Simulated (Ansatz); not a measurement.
A nudged elastic band was laid between two geometries of AlCl2H (4 atoms, charge 0, multiplicity 1).

The calculation used RKS PBE/def2-SVP in Ansatz.

| Quantity | Value |
| --- | --- |
| movable images | 7 |
| climbing image | yes |
| spring | 5.0 eV/Å² |
| optimiser | quadratic models (default) |
| start path | through a guess of the saddle point |
| force threshold | 0.05 eV/Å |
| iteration limit | 60 |
| end points | relaxed |

Image 0:

```xyz
4
Properties=species:S:1:pos:R:3
Al 0.321 0.000 0.340
H 0.087 0.000 1.901
Cl 2.269 0.000 -0.458
Cl -1.310 0.000 -0.994
```

Image 8:

```xyz
4
Properties=species:S:1:pos:R:3
Al -1.243 0.000 0.373
H 1.935 0.000 1.753
Cl 2.011 0.000 0.457
Cl -1.337 0.000 -1.795
```

What changes between the two ends?

Bonds broken: Al1–H2, Al1–Cl3. Bonds formed: H2–Cl3. AlCl2H becomes AlCl + ClH.

What energy profile does the band end with?

The run converged. The highest image is number 4 of 0 to 8, 60.2 kcal/mol above the first end and 12.3 kcal/mol above the last; the last end lies 47.9 kcal/mol above the first. A vibrational analysis at the climbing image gives one clearly imaginary mode, 828i cm⁻¹: a first-order saddle point. The orbitals stay closed-shell, which can raise the energy where a bond breaks towards radicals; this wasn't checked here.

```csv
image,path coordinate (Å),energy (kcal/mol),Al1–H2 (Å),Al1–Cl3 (Å),H2–Cl3 (Å)
0,0.00,0.0,1.58,2.11,3.21
1,0.39,5.4,1.57,2.10,2.84
2,0.78,22.3,1.57,2.14,2.42
3,1.17,47.4,1.60,2.29,2.01
4,1.56,60.2,1.72,2.52,1.65
5,1.96,52.6,2.06,2.84,1.37
6,2.36,49.1,2.53,3.25,1.31
7,2.75,48.3,3.01,3.29,1.30
8,3.15,47.9,3.46,3.26,1.30
```

What is the geometry of the highest image?


```xyz
4
Properties=species:S:1:pos:R:3
Al -0.389 0.000 0.552
H 1.093 0.000 1.426
Cl 2.093 0.000 0.112
Cl -1.430 0.000 -1.302
```

What are the harmonic wavenumbers there?

828i, 102, 285, 409, 513, 1446 cm⁻¹.

The band took 8 iterations and about 80 core-seconds.

Time of the run: 76 s on 1 thread of Arm Neoverse V1, with other jobs on the host, peak memory 0.1 GiB.
